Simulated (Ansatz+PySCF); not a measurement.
## singlet C₅H₁₂: levels of theory in one basis

```yaml
atoms:
  - { symbol: C, position_ang: [-0.0053, -0.3210, -2.5388] }
  - { symbol: C, position_ang: [0.0020, 0.5183, -1.2871] }
  - { symbol: C, position_ang: [-0.0050, -0.3207, 0.0039] }
  - { symbol: C, position_ang: [-0.0099, 0.5183, 1.2776] }
  - { symbol: C, position_ang: [0.0092, -0.3171, 2.5444] }
  - { symbol: H, position_ang: [0.0036, 0.3030, -3.4437] }
  - { symbol: H, position_ang: [0.8939, -0.9743, -2.5900] }
  - { symbol: H, position_ang: [-0.8966, -0.9740, -2.5939] }
  - { symbol: H, position_ang: [-0.8768, 1.1947, -1.2767] }
  - { symbol: H, position_ang: [0.8858, 1.1821, -1.2671] }
  - { symbol: H, position_ang: [0.8900, -0.9848, -0.0006] }
  - { symbol: H, position_ang: [-0.8883, -0.9878, 0.0028] }
  - { symbol: H, position_ang: [-0.8831, 1.1782, 1.2802] }
  - { symbol: H, position_ang: [0.8797, 1.1839, 1.2840] }
  - { symbol: H, position_ang: [0.0032, 0.3049, 3.4584] }
  - { symbol: H, position_ang: [-0.8916, -0.9721, 2.6062] }
  - { symbol: H, position_ang: [0.8935, -0.9655, 2.6022] }
```

Basis set: def2-SVP (spherical functions). Correlated methods keep 5 orbitals frozen. Charge 0, multiplicity 1.

Computed with Ansatz (development build ahead of 0.2.0); each method stands on the lowest determinant of its kind that the runs found.

| method | E − E(RHF) (eV) | <S²> of the determinant |
| --- | --- | --- |
| RHF | 0.00 | 0.00 |

(1) What does RHF-MP2 give on the same scale?

(2) Is a single determinant a sound starting point here?

Results:

(1) -19.93 eV.

(2) By this sign, yes. Unrestricted orbitals gain 0.00 eV and <S²> is 0.00 against 0.00 for a pure state.
